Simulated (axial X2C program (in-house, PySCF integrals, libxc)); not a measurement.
**SF⁻: from Re and ωe to a spectrum**

A bond curve at the PBE0 level, 2c, was computed with an in-house relativistic program for diatomic molecules (basis S dyall-av3z [9s8p3d2f], F dyall-av3z [7s6p3d2f] (cores contracted in-house)) for the state Ω = 0 (closed shell). Its fit gives Re = 1.7186 Å, ωe = 663.4 cm⁻¹, ωexe = 3.94 cm⁻¹ and αe = 4.192e-03 cm⁻¹; the masses are 31.9721 and 18.9984 u. Two-component means X2C with spin–orbit coupling and atomic mean-field Coulomb and Gaunt terms.

Question: Find the reduced mass, Be and the force constant.

Answer: From the PBE0 values: μ = 11.9171 u. Be = 16.8576/(μ Re²) = 0.4789 cm⁻¹. k = 5.8918×10⁻⁷ μ ωe² = 3.09 mdyn/Å.

Question: Where do the fundamental and the first overtone lie?

Answer: ν(1←0) = ωe − 2ωexe = 655.5 cm⁻¹; ν(2←0) = 2ωe − 6ωexe = 1303.2 cm⁻¹.

Question: Estimate the centrifugal constant by the Kratzer relation.

Answer: D = 4Be³/ωe² = 9.98e-07 cm⁻¹.

Question: A Morse curve ties αe to the other constants (Pekeris). How well does that hold?

Answer: αe(Morse) = 6Be²/ωe × (√(ωexe/Be) − 1) = 3.876e-03 cm⁻¹; the PBE0 curve gives 4.192e-03 cm⁻¹, a ratio of 0.92.

Question: Estimate De from a Morse curve and compare with the computed well depth of 2.541 eV to S + F-.

Answer: De(Morse) = ωe²/(4ωexe) = 3.462 eV against 2.541 eV computed, a ratio of 1.36. The extrapolation overshoots: the well softens faster than a Morse curve, or the lowest atomic limit lies below the one to which the curve heads.

The state is one determinant whose occupation by symmetry is held fixed; it was picked as the lowest of a PBE0 search that is not exhaustive. Dissociation energies refer to the lowest single-determinant-based atoms at the same level and basis. The 2c atoms are single determinants rather than J levels; their spin–orbit lowering is only partly caught, and De is too large by that part. This holds for PBE0. The functionals have no current-density term, which raises determinants with orbital currents, atoms included. The highest occupied level of some functionals is positive through self-interaction error; at Hartree–Fock it is bound.
